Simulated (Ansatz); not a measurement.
# Ta (bcc): energy against volume

The calculation used Ansatz 0.2.0, DFT, PBEsol, plane waves (420 eV) with PAW, scalar-relativistic. (PAW data from PBE, frozen cores regenerated.)

The cell is scaled uniformly from the relaxed one, with fractional coordinates and shape fixed. Energies are extrapolated to zero smearing, pressures are those at the given smearing. Magnetic state: spin not included.

A Birch-Murnaghan fit gives V₀ = 17.66 Å³/atom, B₀ = 206 GPa, B₀′ = 3.7.

(1) What are the energy above the minimum and the pressure at 16.997 Å³/atom?

(2) What are the energy above the minimum and the pressure at 18.414 Å³/atom?

(3) What are the energy above the minimum and the pressure at 19.830 Å³/atom?

Answers

(1) 17.3 meV/atom and 8.75 GPa as computed.

(2) 19.1 meV/atom and -7.75 GPa as computed.

(3) 142.4 meV/atom and -19.09 GPa as computed.
